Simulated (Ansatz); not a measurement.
CHNS, SMILES N#CS, a ladder of basis sets

Computed with Ansatz's Python interface.

Run as a notebook:

**Cell 1**
```python
import ansatz as az
from ase import Atoms
```

**Cell 2**
```python
atoms = Atoms(["N", "C", "S", "H"], positions=[
    (1.0043, -0.2402, 1.494),
    (0.3711, -0.2945, 0.4829),
    (-0.5103, -0.405, -0.9818),
    (-0.8096, 0.8793, -1.0154),
])
chns = az.Crystal.molecule_from_ase(atoms)
```

**Cell 3**
```python
job = chns.calculation().functional("pbe0").accuracy("medium")

energies = {}
for basis in ["cc-pVDZ", "cc-pVTZ"]:
    r = job.basis(gaussian=basis).run(threads=1, pin="off").report
    size = r["n_frozen"] + r["n_occupied"][0] + r["n_virtual"][0]
    energies[basis] = (r["reference_energy_ev"] / 27.211386246, r["free_energy_ev"] / 27.211386246)
    print(f"{basis:14s} {size:4d} orbitals  reference {energies[basis][0]:14.6f} Ha  total {energies[basis][1]:14.6f} Ha")
```
Output:
```text
cc-pVDZ          51 orbitals  reference    -491.373593 Ha  total    -491.373593 Ha
cc-pVTZ         108 orbitals  reference    -491.414410 Ha  total    -491.414410 Ha
```

**Cell 4**
```python
last = energies["cc-pVTZ"][1]
for basis, (_, total) in energies.items():
    print(f"{basis:14s} lies {27.211386 * (total - last):9.4f} eV above cc-pVTZ")
```
Output:
```text
cc-pVDZ        lies    1.1107 eV above cc-pVTZ
cc-pVTZ        lies    0.0000 eV above cc-pVTZ
```

Against cc-pVDZ: cc-pVTZ -40.8 mHa. The last step alone is -40.82 mHa. From the first set to the last the time grows from 0.6 to 1.2 s.

The settings weren't tested for convergence. The geometry is a force-field or estimated start, not a minimum of this method, and the last set is no limit. Much of the fall in a total is atomic energy, which cancels in bond and reaction energies. For Al to Cl the sets with a tight d function, cc-pV(X+d)Z, are usual. It ran for 2.3 s on 1 thread of Arm Neoverse V2, with other jobs on the host, peak memory 0.22 GiB.

(Lines on the test bed's own set-up are left out of the output.)
